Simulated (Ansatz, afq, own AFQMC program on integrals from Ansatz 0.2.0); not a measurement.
Two steps: Ansatz 0.2.0 writes the Fock matrix and Cholesky factors of the valence space, and afq projects on them the lowest state that overlaps trial and start.

```yaml
crystal:
  periodic: [false, false, false]
  atoms:
    - {symbol: Ge, position_ang: [0.000000, 0.000000, 0.000000]}
    - {symbol: H, position_ang: [0.831290, 1.531243, 1.529267]}
    - {symbol: H, position_ang: [-0.843967, -1.524970, 1.528592]}
    - {symbol: H, position_ang: [-0.828210, 1.526640, -1.535527]}
    - {symbol: H, position_ang: [0.840887, -1.532913, -1.522332]}
basis:
  gaussian: {orbitals: 6-31G}
total_charge: 1
magnetization: {spin_polarized: true, initial_magnetization: 1}
correlation: {method: ccsd_t, electrons: outside_noble_gas, hamiltonian_folder: ham}
```

```sh
$ ansatz run in.yaml --threads 1 --pin off --events-out ev --progress --plain --max-ram 16896MiB --backend cuda --devices 0, --max-vram 18GiB
```

Options of the walk:

```
--method phaseless --trial cisd --walkers 4000 --populations 20 --least-time 60 --time-step 0.005 --steps-per-block 50 --equilibration-blocks 40 --max-blocks 4000 --target-error 0.00032 --factor-cut 1e-05 --start spin_pure --seed 5985 --release-times 0.24,0.51,0.99,1.62,2.4 --release-step 0.03 --release-every 3 --taylor-order 6
```

Times are imaginary, in 1/Eh. The walk had a cap of 122 s. With eight or more populations the least sampling time is a fifth of least-time, and the error comes from their spread. Filled inner d shells are frozen with the cores.

```
orbitals 23  electrons 4 3  factors 163 of 386
reference energy -2076.68231256 Eh
CCSD correlation -0.13888266 Eh in 15 cycles, weight of the determinant in the CISD state 0.4988
energy of the start -2076.790784 Eh
 block  time / (1/Eh)  mean weight  energy / Eh
     1     0.250  1.0001  -2076.796056
     2     0.500  1.0000  -2076.800223
     3     0.750  1.0002  -2076.803144
     4     1.000  1.0001  -2076.806017
     5     1.250  0.9999  -2076.808492
     7     1.750  1.0000  -2076.812317
     9     2.250  1.0002  -2076.815276
    11     2.750  1.0001  -2076.817694
    15     3.750  0.9999  -2076.820205
    19     4.750  1.0003  -2076.822599
    23     5.750  1.0002  -2076.824023
    27     6.750  1.0000  -2076.825553
    31     7.750  0.9999  -2076.825922
    35     8.750  0.9999  -2076.826447
    39     9.750  1.0001  -2076.826132
    43    10.750  0.9999  -2076.825946
    47    11.750  0.9999  -2076.826505
    49    12.250  0.9999  -2076.826791
    51    12.750  0.9999  -2076.826191
    55    13.750  1.0001  -2076.825422
    59    14.750  1.0001  -2076.825481
    63    15.750  1.0001  -2076.826394
    67    16.750  1.0002  -2076.825839
    71    17.750  1.0000  -2076.825163
    75    18.750  1.0000  -2076.825118
    79    19.750  1.0003  -2076.825459
    83    20.750  1.0000  -2076.825327
    87    21.750  0.9998  -2076.824577
    89    22.250  1.0001  -2076.823778
error from the spread of 20 populations
released: time / (1/Eh)  energy / Eh  error  mean overlap
  0.24  -2076.825728  0.000220  1.0023
  0.51  -2076.826392  0.000279  1.0027
  0.99  -2076.827436  0.000233  1.0036
  1.62  -2076.828289  0.000256  1.0043
  2.40  -2076.832838  0.003426  1.0046
energy -2076.825526 +/- 0.000196 Eh
(rows thinned)
```

Question: Estimate how long the walk took on 1 × NVIDIA H100 80GB HBM3 with 2 threads of AMD EPYC 7R13 Processor (Zen 3), with other jobs on the host (the card was shared).

Answer: 30 s of wall time.

The run passed its tests (sampling time, drift between the halves within three errors, error under three times the target), which doesn't prove that it has relaxed. The second half of the sampling lies above the first by 1.7 errors of their difference, so the energy may still be moving and its error bar be too small.

Against this walk (error 5.3 meV) on the same determinant: CCSD(T) 107.5 meV lower, CCSDT(Q) 217.6 meV lower, CCSDTQ 218.4 meV lower, full CI 219.7 meV lower. The error is statistical and leaves out the bias of the constraint. The determinant has ⟨S²⟩ = 1.65, so the low cluster orders mix in higher spin, while the walk starts as a pure doublet. The released energies are still falling (meV from the phaseless value at times in 1/Eh: -5 ± 6 at 0.24, -24 ± 8 at 0.51, -52 ± 6 at 0.99, -75 ± 7 at 1.62, -199 ± 93 at 2.40), so they give no level; they do show a bias of the constraint, and the last of them that isn't too noisy lies 145 meV above full CI. Full CI is exact here, so the walk's 220 meV above it is the walk's own error: the bias of the constraint with this trial, or a walk that hasn't relaxed. The determinant is a poor start (see the cautions), so the low cluster orders aren't to be relied on, and full CI is the sure value.

Cautions: constraint bias not in the error; no relativity below Rb; no spin-orbit coupling; inner d shell frozen; an unrestricted solution with more broken spin lies lower (1.66 eV, ⟨S²⟩ 2.14); strong correlation (T1 0.153, weight of the determinant 0.50, largest double 0.25); unrestricted determinant spin contaminated (⟨S²⟩ 1.65 against 0.75); CCSD(T) is in doubt: in a space of 7 electrons in 8 natural orbitals full CI lies 128 meV below it.

CCSDT and higher add their correlation energy to the determinant of the CCSD(T) run, since their own runs factorise the integrals more tightly (a shift of under 2 meV). A walk keeps the symmetry of its determinant, which the program's search chose and which needn't be the lowest solution, so a lower state of the same spin and another symmetry isn't excluded.
